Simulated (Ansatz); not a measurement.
**C3H5NO (acrylamide): from total energies to a heat of formation**

C3H5NO: 10 atoms, total charge 0, spin state singlet. As SMILES, `C=CC(N)=O`. The coordinates come from a PBE0-D4/def2-TZVP relaxation. This is one conformer, not always the lowest.

Total energies at RPA@PBE0/def2-SVP, 5 core orbitals frozen (Ansatz 0.2.0); the atoms run unrestricted:

```
species    state  energy (Eh)
 C3H5NO  singlet  -246.665465
      C  triplet   -37.752669
      N  quartet   -54.463797
      O  triplet   -74.888987
      H  doublet    -0.511128
```

Harmonic wavenumbers at PBE0-D4/def2-TZVP, in cm⁻¹: 108, 182, 275, 467, 471, 618, 622, 824, 828, 1007, 1018, 1036, 1118, 1292, 1365, 1438, 1621, 1712, 1796, 3160, 3174, 3261, 3626, 3763.

Measured heats of formation of the gaseous atoms at 298.15 K, in kJ/mol: C 716.9, N 472.4, O 249.2, H 218.0. Spin-orbit lowering of the atoms at 298 K (mean of the ground term's levels less their thermal mean, from spectra), in kJ/mol: C 0.02, O 0.40. Take 1 Eh = 2625.50 kJ/mol, 1 cm⁻¹ = 0.0119627 kJ/mol, RT = 2.479 kJ/mol.

**Question.** What heat of formation follows?

**Answer.** 
1. Electronic atomisation energy: 3 × (-37.752669) + (-54.463797) + (-74.888987) + 5 × (-0.511128) − (-246.665465) = 1.499034 Eh = 3935.7 kJ/mol.
2. Zero-point energy: half the sum of the wavenumbers, 17391 cm⁻¹ = 208.0 kJ/mol.
3. Thermal vibrational enthalpy, Σ hcν̃/(exp(hcν̃/kT) − 1): 7.5 kJ/mol. Translation, rotation and pV of a non-linear molecule: 4 RT = 9.9 kJ/mol.
4. The 10 free atoms carry 5/2 RT each: 62.0 kJ/mol.
5. Spin-orbit coupling lowers the free atoms by 3 × 0.02 + 0.40 = 0.5 kJ/mol.
6. Atomisation enthalpy at 298 K: 3935.7 − 0.5 − 208.0 − 7.5 − 9.9 + 62.0 = 3771.8 kJ/mol.
7. Sum of the atoms' heats of formation: 3962.3 kJ/mol. Heat of formation: 3962.3 − 3771.8 = +190.5 kJ/mol.

The tabulated value is -130.2 kJ/mol (CRC Handbook of Chemistry and Physics), so this level is off by +320.7 kJ/mol, or 7.8 % of the atomisation enthalpy that the table implies (4092.5 kJ/mol). Anharmonicity and any spin-orbit splitting of the molecule are left out, and cores are frozen in the wave-function part.
